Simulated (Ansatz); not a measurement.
System: GeS (Pnma, No. 62). Method: PBEsol-D3(BJ) (plane waves, PAW; Ansatz, an electronic-structure program).

Settings: plane-wave cutoff 520 eV, 16×14×6 k mesh (along the axes of the cell as run), Fermi–Dirac smearing 0.05 eV, scalar-relativistic PAW data made under PBE.

Cell (relaxed at this level):

GeS is taken in the orthorhombic space group Pnma (No. 62), Pearson symbol oP8. Conventional cell: a = 10.093 Å, b = 3.645 Å, c = 4.020 Å, α = 90.00°, β = 90.00°, γ = 90.00°. Ge on 4c is coordinated by 3 S at 2.436–2.439 Å (trigonal pyramidal). S on 4c has 3 Ge at 2.436–2.439 Å (trigonal pyramidal). (Neighbours: up to the widest gap in distance over summed covalent radii, below 1.35, at either atom.)

Question: What does this level give for the bulk modulus, band gap and Γ–Γ gap?

Answer: 
* **bulk modulus**: 44.3 GPa
* **band gap**: 0.58 eV (on the SCF k mesh)
* **Γ–Γ gap**: 1.00 eV

Note: the volume lies 10 % below that of the published cell; the bulk modulus comes from volumes at which shape and atoms were relaxed.

Spin–orbit coupling is not included.
